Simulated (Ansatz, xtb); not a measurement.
Relaxing a trial structure of BHNO

The starting geometry of this gas-phase doublet has its atoms placed at random.

```csv
atom,x (Å),y (Å),z (Å)
B,0.1030,0.2775,1.2488
N,0.4872,-0.1183,-0.4706
O,0.5205,-1.3068,1.3162
H,-0.1616,-1.6668,0.9467
```

**Question.** Guess where an optimisation with r2SCAN-D4/def2-SVP ends from this start.

**Answer.** It ends as `[N]=BO`. Distances that change by over a tenth: B1–O3 (1.64 → 1.32 Å), O3–H4 (0.86 → 0.97 Å). Contacts that close: B1–N2 (1.81 → 1.32 Å).

The energy falls by 6.07 eV over 12 steps:

```tsv
step	E − E(last) (eV)
1	6.065
2	3.532
3	1.948
5	0.559
6	0.316
7	0.191
8	0.077
10	0.001
11	0.000
12	0.000
```

Final geometry (Å):

```
atom    x (Å)    y (Å)    z (Å)
   B   0.3439  -0.2750   0.5732
   N   0.4499   0.6358  -0.3779
   O   0.2540  -1.1548   1.5493
   H  -0.0986  -2.0204   1.2964
```

From the same start GFN2-xTB reaches the same bonding as this run.

From so rough a start the end depends on the optimiser's path, so another program may land elsewhere. The end wasn't checked by frequencies. Open shells are spin-unrestricted. Run with Ansatz 0.2.0, 28 s on 1 thread of Intel(R) Xeon(R) 6975P-C (Granite Rapids), on a shared host.
